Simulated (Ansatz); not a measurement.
Geometry optimisation, Ansatz 0.2.0, RKS B3LYP-D4/def2-SVPD.

Input file:

```yaml
crystal:
  periodic: [false, false, false]
  atoms:
    - { symbol: Al, position_ang: [0.121191, 0.000673, 0.065046] }
    - { symbol: H, position_ang: [0.674799, -0.000718, 1.509858] }
    - { symbol: H, position_ang: [1.651763, -0.000728, -0.15913] }
    - { symbol: C, position_ang: [-1.564607, 0.001478, -0.913825] }
    - { symbol: H, position_ang: [-2.145294, -0.908729, -0.691265] }
    - { symbol: H, position_ang: [-2.190814, 0.858653, -0.617406] }
    - { symbol: H, position_ang: [-1.413538, 0.049372, -2.002878] }
basis:
  gaussian: { orbitals: def2-SVPD }
hamiltonian:
  xc: b3lyp
  dispersion: d4
relax:
  f_tol: 0.03
  max_steps: 50
```

Run as:

```bash
$ ansatz run input.yaml --threads 2 --pin off --max-ram 3072MiB --backend cpu --events-out ev --progress --plain --runs-dir out
```

Task: Where does it end, and by what steps?

Result: It converged. After 4 steps the energy has fallen by 0.938 eV; H2 moved furthest, 0.50 Å.

```json
{"step": "0", "energy less start (eV)": "0.0000", "largest force component (eV/Å)": "1.883", "accepted": "yes"}
{"step": "1", "energy less start (eV)": "-0.6156", "largest force component (eV/Å)": "0.949", "accepted": "yes"}
{"step": "2", "energy less start (eV)": "-0.8201", "largest force component (eV/Å)": "0.629", "accepted": "yes"}
{"step": "3", "energy less start (eV)": "-0.9336", "largest force component (eV/Å)": "0.115", "accepted": "yes"}
{"step": "4", "energy less start (eV)": "-0.9379", "largest force component (eV/Å)": "0.023", "accepted": "yes"}
```

```xyz
7
Properties=species:S:1:pos:R:3
Al 0.234 0.001 0.122
H 0.218 -0.001 1.710
H 1.630 -0.002 -0.634
C -1.463 0.003 -0.863
H -2.048 -0.904 -0.631
H -2.096 0.854 -0.558
H -1.341 0.049 -1.956
```

Whether the end is a true minimum wasn't checked by a vibrational analysis.

Run time: 7.4 s on 2 threads of Arm Neoverse V1 (shared host), peak memory 0.13 GiB.
